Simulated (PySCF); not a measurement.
Gas-phase reaction: AlCl + 2 C₂H₄ → AlH₂Cl + 2 C₂H₃ (vinyl), at 1000 K and a standard pressure of 1 bar. Level: PBE0/def2-QZVP†.

Energies from PySCF, thermal terms from the rigid-rotor harmonic-oscillator model, ideal gas at 1 bar. † marks an energy on the PBE0/def2-TZVP geometry and frequencies. Open shells (unrestricted): C₂H₃ (vinyl) (multiplicity 2); the rest are closed-shell singlets. AlH₂Cl: computed as isolated molecules; such fragments, hydroxides, amides, oligomers or adducts are transient or little studied in the gas. The harmonic model lacks anharmonicity and excited electronic states, which grow with temperature; levels with a mode under 35 cm⁻¹ are left out.

```csv
species,E (Ha),H(1000 K) − E (kJ/mol),S°(1000 K) (J/mol/K)
AlCl,-702.45664,37.7,271.9
C₂H₄,-78.51824,194.3,298.5
AlH₂Cl,-703.65385,95.1,329.1
C₂H₃ (vinyl),-77.83522,151.9,306.9
```
E: electronic energy; H − E holds the zero-point and thermal terms. 1 Ha = 2625.5 kJ/mol.

Task: Work out ΔH°, ΔS°, ΔG° and log10 K from these numbers.

Result: 1. ΔE = 1×(-703.65385) + 2×(-77.83522) − 1×(-702.45664) − 2×(-78.51824) = 0.16883 Ha = 443.3 kJ.
2. Δ(H − E) = 1×(95.1) + 2×(151.9) − 1×(37.7) − 2×(194.3) = -27.4 kJ, so ΔH° = 415.9 kJ.
3. ΔS° = 1×(329.1) + 2×(306.9) − 1×(271.9) − 2×(298.5) = 74.0 J/K; the number of gas molecules stays the same.
4. ΔG° = ΔH° − TΔS° = 415.9 − 1000×(74.0)/1000 = 341.9 kJ.
5. log10 K = −ΔG°/(RT ln 10) = -17.86, with RT ln 10 = 19.14 kJ/mol; at standard pressures the reactants are favoured.
6. A shift of 10 kJ in ΔE would move log10 K by 0.52 here.
For scale, ΔH°(298 K) is 405 kJ at this level, 431 kJ at ωB97M-V/def2-TZVP†, and runs from 317 to 457 kJ over the 14 levels computed.
